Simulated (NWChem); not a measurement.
System: acetylene (C2H2); SMILES C#C

Output (shortened):

```
             Northwest Computational Chemistry Package (NWChem) 7.3.0
             --------------------------------------------------------

                             Geometry "geometry" -> ""
                             -------------------------

 Output coordinates in angstroms (scale by  1.889725989 to convert to a.u.)

  No.       Tag          Charge          X              Y              Z
 ---- ---------------- ---------- -------------- -------------- --------------
    1 C                    6.0000     0.00000000     0.00000000    -0.59852100
    2 C                    6.0000     0.00000000     0.00000000     0.59852100
    3 H                    1.0000     0.00000000     0.00000000    -1.66325200
    4 H                    1.0000     0.00000000     0.00000000     1.66325200

 Effective nuclear repulsion energy (a.u.)      24.8452810054

  pbe96 is a nonlocal functional; adding pw91lda local functional.
                              NWChem Property Module
                              ----------------------

  itol2e modified to match energy
  convergence criterion.

                                 NWChem DFT Module
                                 -----------------

 Summary of "ao basis" -> "ao basis" (spherical)
 ------------------------------------------------------------------------------
       Tag                 Description            Shells   Functions and Types
 ---------------- ------------------------------  ------  ---------------------
 C                           6-31g*                  6       14   3s2p1d
 H                           6-31g*                  2        2   2s

  itol2e modified to match energy
  convergence criterion.

            General Information
            -------------------
          SCF calculation type: DFT
          Wavefunction type:  closed shell.
          No. of atoms     :     4
          No. of electrons :    14
           Alpha electrons :     7
            Beta electrons :     7
          Charge           :     0
          Spin multiplicity:     1
          Use of symmetry is: off; symmetry adaption is: off
          Maximum number of iterations: 150
          AO basis - number of functions:    32
                     number of shells:    16
          Convergence on energy requested:  1.00D-07
          Convergence on density requested:  1.00D-05
          Convergence on gradient requested:  5.00D-04

              XC Information
              --------------
          PerdewBurkeErnzerhof Exchange Functional  1.000
            Perdew 1991 LDA Correlation Functional  1.000 local
           PerdewBurkeErnz. Correlation Functional  1.000 non-local

             Grid Information
             ----------------
          Grid used for XC integration:  fine
          Radial quadrature: Mura-Knowles
          Angular quadrature: Lebedev.
          Tag              B.-S. Rad. Rad. Pts. Rad. Cut. Ang. Pts.
          ---              ---------- --------- --------- ---------
          C                   0.70       70           8.0       590
          H                   0.35       60           9.0       590
          Grid pruning is: on
          Number of quadrature shells:   260
          Spatial weights used:  Erf1

      Superposition of Atomic Density Guess
      -------------------------------------

 Sum of atomic energies:         -76.31697338

      Non-variational initial energy
      ------------------------------

[...]

          -----------------------------------------
          Chemical Shielding Tensors (GIAO, in ppm)
          -----------------------------------------

                                NWChem CPHF Module
                                ------------------

  scftype          =     RHF
  nclosed          =        7
  nopen            =        0
  variables        =      175
  # of vectors     =        3
  tolerance        = 0.10D-03
  level shift      = 0.00D+00
  max iterations   =       50
  max subspace     =       30

 SCF residual:    7.9994392792725632E-006

Iterative solution of linear equations
  No. of variables      175
  No. of equations        3
  Maximum subspace       30
        Iterations       50
       Convergence  1.0D-04

   iter   nsub   residual    time
   ----  ------  --------  ---------
     1      3    3.93D-06       3.6

      Atom:    1  C
        Diamagnetic
    258.9229     -0.0000      0.0000
     -0.0000    258.9229      0.0000
      0.0000      0.0000    279.8932

        Paramagnetic
   -203.3787      0.0000      0.0000
      0.0000   -203.3787     -0.0000
      0.0000     -0.0000      0.0000

        Total Shielding Tensor
     55.5442      0.0000      0.0000
      0.0000     55.5442      0.0000
      0.0000      0.0000    279.8932

           isotropic =     130.3272
          anisotropy =     224.3490

          Principal Components and Axis System
                 1           2           3
              279.8932     55.5442     55.5442

      1         0.0000      0.7011      0.7130
      2         0.0000      0.7130     -0.7011
      3         1.0000     -0.0000     -0.0000

      Atom:    2  H
        Diamagnetic
     24.5879     -0.0000      0.0000
     -0.0000     24.5879      0.0000
      0.0000      0.0000     40.3841

        Paramagnetic
      1.7884      0.0000     -0.0000
      0.0000      1.7884     -0.0000
     -0.0000     -0.0000      0.0000

        Total Shielding Tensor
     26.3763      0.0000      0.0000
      0.0000     26.3763      0.0000
      0.0000      0.0000     40.3841

           isotropic =      31.0456
          anisotropy =      14.0078

          Principal Components and Axis System
                 1           2           3
               40.3841     26.3763     26.3763

      1         0.0000      0.7035      0.7107
      2         0.0000      0.7107     -0.7035
      3         1.0000     -0.0000     -0.0000
```

Level: PBE/6-31G* (spherical d), GIAO. All runs use the structure optimised with PBE0-D3(BJ)/def2-TZVP. The output numbers the shielded atoms by their place in the input's list. The printed shielding anisotropy is the first printed principal value minus the mean of the other two.

**Question.** Which NWChem input produces such a log?

**Answer.** This is not unique; one that fits is the input that was run:
```
start job
memory heap 200 mb stack 900 mb global 1100 mb
geometry units angstroms noautosym nocenter noautoz
  C      0.000000     0.000000    -0.598521
  C      0.000000     0.000000     0.598521
  H      0.000000     0.000000    -1.663252
  H      0.000000     0.000000     1.663252
end
basis spherical
  C library 6-31g*
  H library 6-31g*
end
dft
  xc xpbe96 cpbe96
  iterations 150
end
property
  shielding 2 1 3
end
task dft property
```
